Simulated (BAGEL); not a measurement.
# C2H3S− (SMILES C=C[S-]): PBE0/def2-TZVP (density fitting with qzvpp-jkfit)

What is the energy change on altering one bond length of C2H3S− at PBE0/def2-TZVP (density fitting with qzvpp-jkfit)? 

The results are computed with BAGEL 1.2.2.

1 further run of the same task is left out (set aside as unsound or not needed).

## Step 1: The molecule

C2H3S−: 6 atoms, total charge -1, spin state singlet. SMILES: `C=C[S-]`. The coordinates come from a GFN2-xTB relaxation.

Bond lengths: C1–C2 1.339 Å, C2–S3 1.705 Å, C1–H4 1.079 Å, C1–H5 1.084 Å, C2–H6 1.095 Å. Angles: C1–C2–S3 127.1°, C1–C2–H6 118.2°, S3–C2–H6 114.7°, C2–C1–H4 121.5°, C2–C1–H5 121.8°, H4–C1–H5 116.7°.

## Step 2: A single-point energy at PBE0/def2-TZVP (density fitting with qzvpp-jkfit)

input.json reads:

```json
{ "bagel": [

{
  "title": "molecule",
  "basis": "def2-tzvp.json",
  "df_basis": "qzvpp-jkfit",
  "angstrom": true,
  "geometry": [
    { "atom": "C", "xyz": [      -0.460730,       0.221690,      -0.536290 ] },
    { "atom": "C", "xyz": [       0.382310,      -0.064990,       0.464320 ] },
    { "atom": "S", "xyz": [       0.942830,      -1.607330,       0.925770 ] },
    { "atom": "H", "xyz": [      -0.871980,      -0.551520,      -1.166630 ] },
    { "atom": "H", "xyz": [      -0.761760,       1.239390,      -0.754870 ] },
    { "atom": "H", "xyz": [       0.769320,       0.762760,       1.067700 ] }
  ]
},

{
  "title": "ks",
  "xc_func": "pbe0",
  "charge": -1
},

{
  "title": "print",
  "file": "orbitals.molden",
  "orbitals": true
}

]}
```

The basis set def2-TZVP is read from a file made from the Basis Set Exchange's data (not shown).

Launch:

```console
$ BAGEL_NUM_THREADS=1 BAGEL input.json > input.out
```

The log of the run:

```text
* using 1 threads per process

  ===============================================================
  ===============================================================

  *** Geometry ***

  { "atom" : "C", "xyz" : [     -0.870654,      0.418933,     -1.013441 ] },
  { "atom" : "C", "xyz" : [      0.722461,     -0.122813,      0.877438 ] },
  { "atom" : "S", "xyz" : [      1.781690,     -3.037413,      1.749452 ] },
  { "atom" : "H", "xyz" : [     -1.647803,     -1.042222,     -2.204611 ] },
  { "atom" : "H", "xyz" : [     -1.439518,      2.342108,     -1.426498 ] },
  { "atom" : "H", "xyz" : [      1.453804,      1.441407,      2.017661 ] },

  Number of auxiliary basis functions:      332

  Since a DF basis is specified, we compute 2- and 3-index integrals:
    o Being stored without compression. Storage requirement is 0.036 GB

  Number of basis functions:      117
  Number of electrons      :       31

    * METHOD: MOLECULE                             0.48

  *** Kohn-Sham DFT ***

    * Removing 9621 points whose weight is below 1.00e-10
    * Grid points: 79815

  === Nuclear Repulsion ===
    85.2877944158

       - DIIS with orbital gradients will be used.

  === KS iteration (pbe0 / def2-tzvp.json) ===
      0       -355.51018786          0.18367129           0.67
      1       -284.42518822          0.23887897           0.70
      2       -319.45430152          0.16210571           0.74
      3       -456.91191405          0.14982946           0.71
      4       -463.68870069          0.10811943           0.71
      5       -473.82369925          0.06598942           0.68
      6       -475.69896734          0.02847597           0.72
      7       -475.66462723          0.02437916           0.70
      8       -475.95285771          0.01194648           0.69
      9       -476.01853995          0.00185636           0.67
     10       -476.01994523          0.00028499           0.73
     11       -476.01997781          0.00011548           0.71
     12       -476.01998443          0.00001867           0.71
     13       -476.01998460          0.00000411           0.72
     14       -476.01998460          0.00000239           0.68
     15       -476.01998461          0.00000068           0.62
     16       -476.01998461          0.00000027           0.51
     17       -476.01998461          0.00000013           0.63
     18       -476.01998461          0.00000003           0.61
     19       -476.01998461          0.00000001           0.56
    * SCF iteration converged.

    * Permanent dipole moment:
           (    0.302307,    -0.808360,     0.253689) a.u.

    * METHOD: KS                                  14.80

    * METHOD: PRINT                                0.03

  ===============================================================
```

It took 16 s on 1 thread of Intel Xeon at 2.50GHz (Skylake/Cascade Lake), shared host; peak memory 0.43 GiB.

## Step 3: The distorted shape, same level

job.json reads:

```json
{ "bagel": [

{
  "title": "molecule",
  "basis": "def2-tzvp.json",
  "df_basis": "qzvpp-jkfit",
  "angstrom": true,
  "geometry": [
    { "atom": "C", "xyz": [      -0.255123,       0.608261,      -0.221148 ] },
    { "atom": "C", "xyz": [       0.587917,       0.321581,       0.779462 ] },
    { "atom": "S", "xyz": [       1.148437,      -1.220759,       1.240912 ] },
    { "atom": "H", "xyz": [      -0.871980,      -0.551520,      -1.166630 ] },
    { "atom": "H", "xyz": [      -0.556153,       1.625961,      -0.439728 ] },
    { "atom": "H", "xyz": [       0.974927,       1.149331,       1.382842 ] }
  ]
},

{ "title": "ks", "xc_func": "pbe0", "charge": -1 },

{ "title": "print", "file": "orbitals.molden", "orbitals": true }

]}
```

The basis set def2-TZVP is read from a file made from the Basis Set Exchange's data (not shown).

Launch:

```console
$ BAGEL_NUM_THREADS=1 BAGEL job.json > job.out
```

The log of the run:

```text
* using 1 threads per process

  ===============================================================
  ===============================================================

  *** Geometry ***

  { "atom" : "C", "xyz" : [     -0.482113,      1.149447,     -0.417909 ] },
  { "atom" : "C", "xyz" : [      1.111002,      0.607700,      1.472970 ] },
  { "atom" : "S", "xyz" : [      2.170231,     -2.306900,      2.344984 ] },
  { "atom" : "H", "xyz" : [     -1.647803,     -1.042222,     -2.204611 ] },
  { "atom" : "H", "xyz" : [     -1.050977,      3.072621,     -0.830965 ] },
  { "atom" : "H", "xyz" : [      1.842345,      2.171921,      2.613193 ] },

  Number of auxiliary basis functions:      332

  Since a DF basis is specified, we compute 2- and 3-index integrals:
    o Being stored without compression. Storage requirement is 0.036 GB

  Number of basis functions:      117
  Number of electrons      :       31

    * METHOD: MOLECULE                             0.35

  *** Kohn-Sham DFT ***

    * Removing 9117 points whose weight is below 1.00e-10
    * Grid points: 80319

  === Nuclear Repulsion ===
    83.7284101119

       - DIIS with orbital gradients will be used.

  === KS iteration (pbe0 / def2-tzvp.json) ===
      0       -356.25188811          0.18307924           0.68
      1       -286.16709594          0.23333402           0.63
      2       -320.54629963          0.16201453           0.73
      3       -459.77636335          0.13001086           0.67
      4       -467.82628288          0.08158360           0.68
      5       -474.82915142          0.04994171           0.54
      6       -475.74140991          0.02199294           0.64
      7       -475.88695875          0.01217178           0.74
      8       -475.94418687          0.00161556           0.78
      9       -475.94469498          0.00105473           0.74
     10       -475.94518554          0.00026838           0.65
     11       -475.94522798          0.00005901           0.70
     12       -475.94523012          0.00001171           0.75
     13       -475.94523015          0.00001033           0.74
     14       -475.94523020          0.00000322           0.72
     15       -475.94523020          0.00000063           0.62
     16       -475.94523020          0.00000053           0.61
     17       -475.94523020          0.00000015           0.70
     18       -475.94523020          0.00000003           0.80
     19       -475.94523020          0.00000001           0.76
    * SCF iteration converged.

    * Permanent dipole moment:
           (    0.125802,    -0.929477,     0.016054) a.u.

    * METHOD: KS                                  15.07

    * METHOD: PRINT                                0.02

  ===============================================================
```

Run time: 16 s. Hardware: 1 thread of Intel Xeon at 2.50GHz (Skylake/Cascade Lake), shared host; peak memory 0.43 GiB.

## Step 4: Results

At PBE0/def2-TZVP (density fitting with qzvpp-jkfit):

| quantity | value |
| --- | --- |
| first shape: total energy | -476.01998 Eh |
| first shape: HOMO energy | 0.18 eV |
| first shape: LUMO energy | 5.68 eV |
| first shape: HOMO–LUMO gap (to an unbound level, set by the basis) | 5.49 eV |
| distorted shape: total energy | -475.94523 Eh |
| distorted shape: HOMO energy | 0.03 eV |
| distorted shape: LUMO energy | 4.65 eV |
| distorted shape: HOMO–LUMO gap (to an unbound level, set by the basis) | 4.62 eV |
| energy change with the C1–H4 bond stretched from 1.079 to 1.618 Å | 2.034 eV |

**Reading.** With the C1–H4 bond stretched from 1.079 to 1.618 Å the energy rises by 2.03 eV (196 kJ/mol). The first shape isn't relaxed at this level, so the change isn't measured from a minimum. The HOMO (first shape) lies at positive energy, 0.18 eV; only total energies tell whether the electron is bound. The HOMO (distorted shape) lies at positive energy, 0.03 eV; only total energies tell whether the electron is bound.
